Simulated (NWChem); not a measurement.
# ethanethiol (C₂H₆S) in NWChem

```xyz
9

C     -1.4828     0.7695    -0.2516
C     -0.5455    -0.4169    -0.4453
S      1.0731    -0.2620     0.4140
H     -2.4515     0.5831    -0.7462
H     -1.0578     1.6896    -0.6849
H     -1.6694     0.9573     0.8169
H     -0.9823    -1.3347    -0.0205
H     -0.3658    -0.6174    -1.5131
H      1.5270     0.7979    -0.2957
```
Charge 0, spin multiplicity 1.

Everything below was run with NWChem. All single points use one geometry, from B3LYP/def2-SVP, a minimum by its harmonic frequencies. It is one conformer; others weren't searched.

Symmetry labels belong to the abelian group C1 used in the runs, with the axes of the coordinates shown.

B3LYP has NWChem's definition, with VWN1-RPA local correlation. The Pople sets run with spherical d functions.

### Question
List the lowest 3 singlet excitations that TD-B3LYP/6-31+G* (spherical d), VWN1-RPA local correlation gives, with oscillator strengths.

### Answer
```csv
state,symmetry,energy (eV),wavelength (nm),f
1,a,5.26,236,0.015
2,a,5.93,209,0.035
3,a,6.43,193,0.032
```
